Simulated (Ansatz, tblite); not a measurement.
**The cluster P4−: one state, many levels**

Aim: run the doublet of the cluster P4− at one geometry on many levels, and compare frontier levels, spin and run time.

The runs use Ansatz 0.2.0, Gaussian basis; as each input shows.

Plan: GFN1-xTB, GFN2-xTB, PBE-D4/def2-TZVPD, r2SCAN-D4/def2-TZVPD, BHLYP-D4/def2-TZVPD, LDA/def2-TZVPD, CAM-B3LYP-D4/def2-TZVPD, revPBE-D4/def2-TZVPD, B97M-V/def2-TZVPD, PBE-D4/def2-SVPD, PBE0-D4/def2-SVPD, HF/STO-3G, HF/6-31G, B3LYP-D4/6-31G, CCSD(T)/def2-TZVPPD, MP2/def2-TZVPD, RPA/def2-TZVPD.

## Step 1: The geometry

The doublet was relaxed beforehand with B3LYP-D4/def2-TZVPD. At that level it is the lowest of the isomers that a small search found.

4 atoms, charge -1, spin multiplicity 2.

Bond lengths: P1–P2 2.166 Å, P1–P3 2.221 Å, P1–P4 2.221 Å, P2–P3 2.221 Å, P2–P4 2.221 Å. Angles: P2–P1–P3 60.8°, P2–P1–P4 60.8°, P3–P1–P4 79.4°, P1–P2–P3 60.8°, P1–P2–P4 60.8°, P3–P2–P4 79.4°, P1–P3–P2 58.4°, P1–P4–P2 58.4°.

The ion is computed in the gas phase, without counter-ions or solvent.

PBE0-D4/def2-TZVPD was run before; its log isn't repeated, and its numbers join the tables.

## Step 2: GFN1-xTB

Tight binding, by tblite at 300 K electronic temperature and without a spin-polarisation term:

```python
tblite.interface.Calculator('GFN1-xTB', numbers, positions, charge=-1, uhf=1).singlepoint()
```

Energy -288.8298 eV; 0.004 s.

## Step 3: GFN2-xTB

Tight binding, by tblite at 300 K electronic temperature and without a spin-polarisation term:

```python
tblite.interface.Calculator('GFN2-xTB', numbers, positions, charge=-1, uhf=1).singlepoint()
```

Energy -280.4040 eV; 0.004 s.

## Step 4: PBE-D4/def2-TZVPD

start.molden holds the orbitals of an earlier run on this state, given as this run's starting guess.

File in.yaml:

```yaml
crystal:
  periodic: [false, false, false]
  atoms:
    - {symbol: P, position_ang: [-0.617011, 0.369833, -1.044999]}
    - {symbol: P, position_ang: [-0.409869, -1.054940, 0.573241]}
    - {symbol: P, position_ang: [-0.369613, 1.118107, 1.031721]}
    - {symbol: P, position_ang: [1.396484, -0.432999, -0.559962]}
basis:
  gaussian: {orbitals: def2-TZVPD, initial_orbitals: start.molden}
total_charge: -1
magnetization: {spin_polarized: true, initial_magnetization: 1}
hamiltonian: {xc: pbe, dispersion: d4}
scf: {omitted_lower_state_checks: [starts]}
output: {orbitals: {seedname: orbitals}}
```

Started as:

```
$ ansatz run in.yaml --threads 4 --pin off --events-out ev --progress --plain --max-ram 3916MiB
```

Further steps of the session: r2SCAN-D4/def2-TZVPD; BHLYP-D4/def2-TZVPD; LDA/def2-TZVPD; CAM-B3LYP-D4/def2-TZVPD; revPBE-D4/def2-TZVPD; B97M-V/def2-TZVPD; PBE-D4/def2-SVPD; PBE0-D4/def2-SVPD; HF/STO-3G; HF/6-31G; B3LYP-D4/6-31G; CCSD(T)/def2-TZVPPD; MP2/def2-TZVPD; RPA/def2-TZVPD.

Q: Predict the results of all the runs planned. Wanted: gap in def2-TZVPD, named functionals, smallest and largest; correlation energy, CCSD(T)/def2-TZVPPD; correlation energy, MP2/def2-TZVPD; ⟨S²⟩ in def2-TZVPD, named functionals, smallest and largest; PBE0 total energy, smallest basis above largest.

**Answer**, as computed:

| quantity | value |
| --- | --- |
| gap in def2-TZVPD, named functionals, smallest and largest | 0.56 eV (LDA), 4.47 eV (CAM-B3LYP-D4) |
| correlation energy, CCSD(T)/def2-TZVPPD | -18.17 eV |
| correlation energy, MP2/def2-TZVPD | -16.15 eV |
| ⟨S²⟩ in def2-TZVPD, named functionals, smallest and largest | 0.752, 0.764 |
| PBE0 total energy, smallest basis above largest | 12.78 eV (def2-SVPD, def2-TZVPD) |

What this shows: Orbital gaps of the named functionals in def2-TZVPD span 0.56 eV (LDA) to 4.47 eV (CAM-B3LYP-D4); exact exchange widens it. Over the named functionals in def2-TZVPD spin contamination reaches 0.01 (BHLYP-D4), which is small. LDA, PBE-D4, revPBE-D4, r2SCAN-D4, B97M-V put the HOMO above zero: the outermost electron is held by the basis alone.
